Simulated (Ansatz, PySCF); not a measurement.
This Ansatz (an electronic-structure program) input computes a CAM-B3LYP/def2-TZVPD energy:

Ansatz 0.2 input:
```yaml
crystal:
  periodic: [false, false, false]
  atoms:
    - {symbol: O, position_ang: [0.10099332, 1.41619481, -0.12530546]}
    - {symbol: C, position_ang: [0.01300559, 0.17658011, 0.33465754]}
    - {symbol: H, position_ang: [0.00807600, 0.08873082, 1.47459969]}
    - {symbol: C, position_ang: [-1.30474202, -0.54356908, -0.09708198]}
    - {symbol: C, position_ang: [1.21402198, -0.72345292, -0.10005249]}
    - {symbol: H, position_ang: [-1.34154249, -0.59203777, -1.19230692]}
    - {symbol: H, position_ang: [1.24099077, -0.77647585, -1.19535263]}
    - {symbol: H, position_ang: [-2.15658108, 0.05414601, 0.23939424]}
    - {symbol: H, position_ang: [2.14294415, -0.25291535, 0.23432359]}
    - {symbol: H, position_ang: [-1.40344546, -1.56235804, 0.30983993]}
    - {symbol: H, position_ang: [1.16789825, -1.74599699, 0.30680741]}
basis:
  gaussian:
    orbitals: def2-TZVPD
hamiltonian:
  xc: {name: CAM-B3LYP}
total_charge: -1
output: {forces: true}
```

Problem. Write an input for the same energy in PySCF and say what it gives.

Solution. 
```python
from pyscf import gto, scf, dft

mol = gto.M(
    atom='''
    O     0.10099332    1.41619481   -0.12530546
    C     0.01300559    0.17658011    0.33465754
    H     0.00807600    0.08873082    1.47459969
    C    -1.30474202   -0.54356908   -0.09708198
    C     1.21402198   -0.72345292   -0.10005249
    H    -1.34154249   -0.59203777   -1.19230692
    H     1.24099077   -0.77647585   -1.19535263
    H    -2.15658108    0.05414601    0.23939424
    H     2.14294415   -0.25291535    0.23432359
    H    -1.40344546   -1.56235804    0.30983993
    H     1.16789825   -1.74599699    0.30680741
    ''',
    basis='def2-tzvpd',
    charge=-1,
    spin=0,
    verbose=4,
)

mf = dft.RKS(mol, xc='camb3lyp').density_fit(auxbasis='def2-universal-jkfit')
mf.grids.level = 3
mf.conv_tol = 1e-9
mf.max_cycle = 100
mf.max_memory = 1500
mf.kernel()
if not mf.converged:
    mf = mf.newton()
    mf.kernel(mf.make_rdm1())
mf.analyze()
```
It gives -193.73018 Eh, and Ansatz -193.73009 Eh, a difference of 0.09 mEh, from the treatment of integrals and grids.

It need not be the lowest isomer of its formula. Whether it binds its extra electron was not tested at this geometry.
